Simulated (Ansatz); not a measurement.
# Cost against result

Saddle point of BH₃S₂, singlet (BH₃S₂ ([SH][BH][SH]) → BHS ([BH][S]) + H₂S; bonds formed: S2–H4; bonds broken: B1–S2, S3–H4), PBE0-D4/def2-TZVP structure:

B1  (-0.616, -0.011, -0.589)
S2  (0.754, -0.871, 0.584)
S3  (0.071, 1.460, -1.115)
H4  (1.177, 0.472, 0.110)
H5  (-1.628, -0.616, -0.741)
H6  (0.242, -0.434, 1.751)
(Å)

Barriers are electronic and count from the start structure reached by relaxing down the imaginary mode.

Computed with Ansatz 0.2.0 (basis: as named in each row); correlated methods freeze the cores. B3LYP uses VWN-RPA correlation. Extrapolation: Hartree–Fock as exp(−7.88 √X), correlation as X^−2.97.

Times are rough, for one single point on 2 threads of a shared host (Arm Neoverse N1).

The estimate by CCSD(T) at an estimated basis limit (MP2 extrapolated from triple and quadruple zeta, plus CCSD(T) − MP2 in triple zeta) is 188.6 kJ/mol.

```json
{"method": "SPW92", "basis": "def2-TZVPP", "time (s)": "1", "barrier (kJ/mol)": "155.7", "method less estimate": "-32.9"}
{"method": "PBE-D4", "basis": "def2-TZVPP", "time (s)": "2", "barrier (kJ/mol)": "165.9", "method less estimate": "-22.7"}
{"method": "BLYP-D4", "basis": "def2-TZVPP", "time (s)": "3", "barrier (kJ/mol)": "174.7", "method less estimate": "-13.8"}
{"method": "PBE0-D4", "basis": "def2-TZVPP", "time (s)": "3", "barrier (kJ/mol)": "183.9", "method less estimate": "-4.7"}
{"method": "B3LYP-D4", "basis": "def2-TZVPP", "time (s)": "3", "barrier (kJ/mol)": "189.3", "method less estimate": "0.7"}
{"method": "BHLYP-D4", "basis": "def2-TZVPP", "time (s)": "4", "barrier (kJ/mol)": "211.3", "method less estimate": "22.8"}
{"method": "CAM-B3LYP-D4", "basis": "def2-TZVPP", "time (s)": "4", "barrier (kJ/mol)": "200.1", "method less estimate": "11.6"}
{"method": "RPA on PBE", "basis": "def2-TZVPP", "time (s)": "4", "barrier (kJ/mol)": "188.8", "method less estimate": "0.2"}
{"method": "r2SCAN-D4", "basis": "def2-TZVPP", "time (s)": "6", "barrier (kJ/mol)": "180.6", "method less estimate": "-7.9"}
{"method": "B2PLYP", "basis": "def2-TZVPP", "time (s)": "6", "barrier (kJ/mol)": "190.6", "method less estimate": "2.1"}
{"method": "PBE-QIDH", "basis": "def2-TZVPP", "time (s)": "6", "barrier (kJ/mol)": "193.1", "method less estimate": "4.6"}
{"method": "r2SCAN0-D4", "basis": "def2-TZVPP", "time (s)": "6", "barrier (kJ/mol)": "192.3", "method less estimate": "3.7"}
{"method": "wB97X-V", "basis": "def2-TZVPP", "time (s)": "10", "barrier (kJ/mol)": "202.6", "method less estimate": "14.1"}
{"method": "B97M-V", "basis": "def2-TZVPP", "time (s)": "10", "barrier (kJ/mol)": "192.6", "method less estimate": "4.0"}
{"method": "wB97M-V", "basis": "def2-TZVPP", "time (s)": "11", "barrier (kJ/mol)": "194.4", "method less estimate": "5.9"}
{"method": "MP2", "basis": "def2-QZVPP", "time (s)": "15", "barrier (kJ/mol)": "183.7", "method less estimate": "-4.8"}
{"method": "CCSD(T)", "basis": "def2-TZVPP", "time (s)": "24", "barrier (kJ/mol)": "192.4", "method less estimate": "3.9"}
```

All methods are single points on the PBE0-D4 structures.

The T1 diagnostic stays at or below 0.018.

Labels in which every atom is bracketed show which atoms are joined, not bond orders.
